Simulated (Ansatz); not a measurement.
Geometry optimisation, UKS PBE0-D4/def2-SVP (Ansatz 0.2.0).

input.yaml

```yaml
crystal:
  periodic: [false, false, false]
  atoms:
    - { symbol: "N", position_ang: [0.30718, -0.18221, 0.15144] }
    - { symbol: H, position_ang: [0.15558, 0.82026, 0.17479] }
    - { symbol: H, position_ang: [-0.46276, -0.63804, -0.32622] }
magnetization:
  spin_polarized: true
  initial_magnetization: 1
basis:
  gaussian: { orbitals: def2-SVP }
hamiltonian:
  xc: pbe0
  dispersion: d4
relax:
  f_tol: 0.02
  max_steps: 40
```

Launched with:

```bash
$ ansatz run input.yaml --threads 1 --pin off --max-ram 2048MiB --backend cpu --events-out ev --progress --plain --runs-dir out
```

Problem. Where does it end, and by what steps?

Solution. The forces met the threshold. After 3 steps the energy has fallen by 0.055 eV; N1 moved furthest, 0.05 Å.

| step | energy less start (eV) | largest force component (eV/Å) | accepted |
| --- | --- | --- | --- |
| 0 | 0.0000 | 1.282 | yes |
| 1 | -0.0418 | 0.587 | yes |
| 2 | -0.0540 | 0.117 | yes |
| 3 | -0.0551 | 0.011 | yes |

```xyz
3
Properties=species:S:1:pos:R:3
N 0.346 -0.205 0.171
H 0.125 0.805 0.156
H -0.471 -0.600 -0.327
```

Whether the end is a true minimum wasn't checked by a vibrational analysis.

Time of the run: 1.4 s on 1 thread of Arm Neoverse V2 (shared host), peak memory 0.084 GiB.
